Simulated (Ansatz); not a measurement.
**Calcium, fcc: convergence with Methfessel-Paxton smearing**

Computed with Ansatz, PBE, scalar-relativistic PAW, on the relaxed cell (a = 5.525 Å; spin not included). Errors count from a run at 420 eV on a Γ-centred 16×16×16 mesh with Fermi-Dirac smearing of 0.1 eV, extrapolated to zero width. Fixed here: cutoff 420 eV, mesh 10×10×10. The SCF starts from atomic densities corrected by a trained network.

```
width (eV)  E(σ→0) error (meV/atom)  F error (meV/atom)  P (GPa)  SCF iterations
      0.01                     -0.6                -0.6     0.02               4
      0.03                     -0.6                -0.6     0.02               4
       0.2                     -0.5                -0.9    -0.02               6
       0.3                     -1.4                -1.7    -0.01               6
       0.6                     -1.2                 2.8    -0.01               5
       1.0                      9.4                 9.7    -0.02               6
```

Q: What does the run at 0.1 give (width)?

A: E(σ→0) error (meV/atom): -0.7; F error (meV/atom): -0.6; P (GPa): 0.01; SCF iterations: 6.
